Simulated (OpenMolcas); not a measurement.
# A ladder of methods for CH4Si (SMILES C=[SiH2])

CH4Si has 6 atoms, charge 0, and is taken as a singlet. SMILES: `C=[SiH2]`. The shape is that of a GFN2-xTB optimisation.

```xyz
6

C    -0.7387   -0.5472   -0.2651
Si    0.6113    0.4518    0.2183
H    -1.4085   -0.9966    0.4481
H    -0.9629   -0.7582   -1.2967
H     0.9530    0.7660    1.6007
H     1.5459    1.0842   -0.7053
```

Each level gives the energy change with the Si2–H6 bond stretched from 1.458 to 2.552 Å (eV). The values are calculated.

```json
{"level": "HF/STO-3G (restricted)", "kind": "Hartree–Fock", "program": "OpenMolcas", "value (eV)": "6.15", "less FCI/STO-3G": "+2.19"}
{"level": "SVWN5/STO-3G (restricted)", "kind": "LDA", "program": "OpenMolcas", "value (eV)": "4.52", "less FCI/STO-3G": "+0.56"}
{"level": "PBE/STO-3G (restricted)", "kind": "GGA", "program": "OpenMolcas", "value (eV)": "4.36", "less FCI/STO-3G": "+0.40"}
{"level": "r2SCAN/STO-3G (restricted)", "kind": "meta-GGA", "program": "OpenMolcas", "value (eV)": "4.65", "less FCI/STO-3G": "+0.69"}
{"level": "PBE0/STO-3G (restricted)", "kind": "global hybrid", "program": "OpenMolcas", "value (eV)": "4.89", "less FCI/STO-3G": "+0.93"}
{"level": "B2PLYP/STO-3G (restricted)", "kind": "double hybrid", "program": "OpenMolcas", "value (eV)": "4.84", "less FCI/STO-3G": "+0.88"}
{"level": "MP2/STO-3G (restricted)", "kind": "perturbation theory", "program": "OpenMolcas", "value (eV)": "5.00", "less FCI/STO-3G": "+1.04"}
{"level": "ACPF/STO-3G (restricted)", "kind": "coupled cluster or CI", "program": "OpenMolcas", "value (eV)": "3.50", "less FCI/STO-3G": "-0.46"}
{"level": "FCI/STO-3G", "kind": "exact in the basis", "program": "OpenMolcas", "value (eV)": "3.96", "less FCI/STO-3G": "0.00"}
```

FCI/STO-3G is exact within its basis and frozen core, so for wave-function methods in that basis the difference is their error; functionals converge differently with the basis, so for them it is only a difference. Spin-restricted single references rise too steeply as a bond breaks, Hartree–Fock most of all. Perturbation and coupled-cluster corrections on them can overshoot downwards. The first shape isn't each level's own minimum. The values span 3.50 to 6.15 eV. All rows use very small basis sets, so even the best lies far from the true value.
